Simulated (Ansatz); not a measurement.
Molecule (SMILES): [CH]=O (CH-O), doublet.
Atoms: C1, O2, H3. Bonds: C1-O2, C1-H3.

Basis-set convergence of the lowest harmonic wavenumber at PBE with Ansatz (a program for electronic structure). Each level at its own minimum, finite differences of forces, unscaled; the reference is a large set that could be run, not a limit. Cartesian d functions, on some or all atoms, in 6-31G*; all else is spherical. The program fits the integrals of some runs and decomposes those of others, by size. Core-valence sets carry the plain set on hydrogen. Open shells are unrestricted. No added dispersion term, no relativity. Reference: the value in def2-QZVPPD, 1067 cm⁻¹. Deviations are taken from unrounded values.

```tsv
basis	functions	lowest harmonic wavenumber (cm⁻¹)	minus reference (cm⁻¹)
6-31G	20	1094	27
6-31G*	32	1096	30
cc-pVDZ	33	1061	-5
6-311+G**	50	1066	-1
6-311++G(2d,2p)	64	1068	2
def2-TZVPD	86	1065	-2
6-311++G(3df,3pd)	96	1067	0
cc-pCVTZ	100	1069	3
aug-pcseg-2	115	1064	-2
cc-pVQZ	140	1068	1
def2-QZVPP	144	1067	1
pcseg-3	153	1067	0
def2-QZVPPD	162	1067	0
```

The smallest set listed that lies within 10 cm⁻¹ of the reference with all its larger relatives (same family, alike in diffuse functions; a set with none counts only in the reference's own line) is cc-pVDZ (33 functions, -5 cm⁻¹ off). Inside, with no larger relative to test it: cc-pCVTZ, aug-pcseg-2, def2-QZVPP, pcseg-3. (Relatives not listed, tested too: cc-pVTZ 4, def2-TZVPPD -1 cm⁻¹.)
